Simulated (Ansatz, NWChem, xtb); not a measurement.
## Ligand exchange: MgF2 + CH4 → MgHF + CH3F

Species: MgF2 `[F][Mg][F]`, singlet; CH4 (methane) `C`, singlet; MgHF `[F][MgH]`, singlet; CH3F (fluoromethane) `CF`, singlet. The partners trade F for H: Mg–F and C–H bonds give way to Mg–H and C–F.

Shapes, held fixed at every level: PBE0-D4/def2-TZVP. Programs: Ansatz 0.2.0, NWChem 7.3.0, xtb 6.7.1. The zero-point and thermal change to 298 K, harmonic and unscaled (PBE0-D4/def2-TZVP), is -8.1 kJ/mol.

```tsv
level	kind	ΔH(298 K) (kJ/mol)	less CCSD(T)/def2-TZVPP
GFN0-xTB	semi-empirical	+170.0	-91.3
SPW92/def2-TZVPP	LDA	+246.2	-15.1
PBE-D4/def2-TZVPP	GGA	+253.9	-7.4
B3LYP/6-31G* (Cartesian functions)	global hybrid	+264.7	+3.4
BHLYP-D4/def2-TZVPP	global hybrid	+258.1	-3.2
r2SCAN0-D4/def2-TZVPP	global hybrid	+264.6	+3.3
wB97M-V/def2-TZVPP	range-separated hybrid	+257.2	-4.1
MP2/def2-SVP	perturbation theory	+288.5	+27.2
CCSD(T)/def2-TZVPP	coupled cluster or CI	+261.3	0.0
```

The highest level, CCSD(T)/def2-TZVPP, gives ΔH(298 K) = +261.3 kJ/mol; the levels span +170.0 to +288.5. GFN0-xTB strays far from the other rows. The column of differences is taken from that level and isn't an error. No measured value is set beside it here. Correlated rows may include outer-core shells of Mg, which these sets cover unevenly.
